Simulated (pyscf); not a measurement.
Elementary routes open to HO–CH•–CH₂–OH in the gas phase (doublet surface):
A. •H₂C–CH=O + water (H₂O) (C–O, H–O broken; H–O formed)
B. •O–CH₂–CH₂–OH (H–O broken; C–H formed)

Optimised with ωB97X-D3(BJ)/def2-SVP in PySCF.

Problem. Rank the routes by free-energy barrier at 1200 K, lowest first, for ωB97M-D3(BJ)/def2-TZVP energies (ideal gas, 1 atm, RRHO with modes under 100 cm⁻¹ raised to 100, one conformer, R ln 2 for chiral ones without a mode under 150 cm⁻¹).

Solution. A (26.2 kcal/mol), B (40.1 kcal/mol)

Route A is the fastest of these, ahead of the next by 13.9 kcal/mol. The most stable products are those of A (ΔG = -45.0 kcal/mol), so kinetics and thermodynamics agree. At 298 K A is still the fastest. A: On the product side the descent ends in a complex, 6.9 kcal/mol under the separated species and 34.3 kcal/mol under the saddle at ωB97X-D3(BJ)/def2-TZVP. B: On the reactant side the descent ends in a point that may be a rotor saddle (no frequency run), 3.5 kcal/mol over the lowest minimum found and 36.3 kcal/mol under the saddle at ωB97X-D3(BJ)/def2-TZVP. Only these routes are compared; each barrier is that of the saddle found, and lower ones may exist.
